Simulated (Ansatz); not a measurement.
**AlSiHS (triplet): the correlation ladder at a displaced geometry (v1), cc-pVDZ**

Aim: climb from Hartree-Fock through coupled cluster for AlSiHS (triplet) at one geometry and basis, and see what each rung misses.

Method: cc-pVDZ, core rule «outside noble gas», up to 15 orbitals frozen; program: Ansatz 0.2.0, Gaussian basis.

Plan: UHF; CCSD(T) on ROHF; CCSD(T) on UHF; BCCD(T) on ROHF; CISD; CCSDT(Q) on ROHF; CCSDT(Q) on UHF.

19 further runs of the same task are left out: 6 that didn't finish, 13 set aside as unsound or not needed.

### Step 1. The system

The geometry is a PBE0/def2-TZVP stationary point (not a proven minimum) with its atoms shifted at random (size 0.040 Å).

4 atoms, charge 0, spin multiplicity 3.

Atoms are counted from 1 here; the program's logs count them from 0.

Bond lengths: S1–Al2 2.210 Å, S1–H4 1.327 Å, Al2–Si3 2.391 Å. Angles: Al2–S1–H4 90.5°, S1–Al2–Si3 178.7°.

### Step 2. UHF

in.yaml

```yaml
crystal:
  periodic: [false, false, false]
  atoms:
    - {symbol: S, position_ang: [0.002332, -0.375087, 1.691721]}
    - {symbol: Al, position_ang: [0.001517, -0.325452, -0.517561]}
    - {symbol: Si, position_ang: [0.049463, -0.249880, -2.906550]}
    - {symbol: H, position_ang: [-0.053312, 0.950419, 1.732391]}
basis:
  gaussian: {orbitals: cc-pVDZ}
magnetization: {spin_polarized: true, initial_magnetization: 2}
hamiltonian: {xc: hf}
output: {orbitals: {seedname: orbitals}}
```

The run is started by

```
$ ansatz run in.yaml --threads 1 --pin off --events-out ev --progress --plain --max-ram 2393MiB
```

After this run come: CCSD(T) on ROHF; CCSD(T) on UHF; BCCD(T) on ROHF; CISD; CCSDT(Q) on ROHF; CCSDT(Q) on UHF.

**Question.** What will the summary of the whole plan be? Wanted: UCCSDT(Q) below the RHF energy; RMP2 from UCCSDT(Q); UMP2 from UCCSDT(Q); RCCSD from UCCSDT(Q); RCCSD(T) from UCCSDT(Q); UCCSD(T) from UCCSDT(Q); RCCSDT(Q) from UCCSDT(Q); T1 diagnostic.

As calculated:

```
                         quantity                      value
   UCCSDT(Q) below the RHF energy                 -8.2099 eV
              RMP2 from UCCSDT(Q)            +33.20 kcal/mol
              UMP2 from UCCSDT(Q)            +34.15 kcal/mol
             RCCSD from UCCSDT(Q)             +8.92 kcal/mol
          RCCSD(T) from UCCSDT(Q)             +1.81 kcal/mol
          UCCSD(T) from UCCSDT(Q)             +1.84 kcal/mol
         RCCSDT(Q) from UCCSDT(Q)             +0.04 kcal/mol
levels within 1 kcal/mol (43 meV)  RCCSDT, UCCSDT, RCCSDT(Q)
                    T1 diagnostic                      0.021
```

What this shows: RCCSD(T) misses by +1.81 kcal/mol, 1.0 % of the correlation energy. These misses are within one basis, not against nature; the frozen cores of restricted and unrestricted runs differ, which can shift their rows.
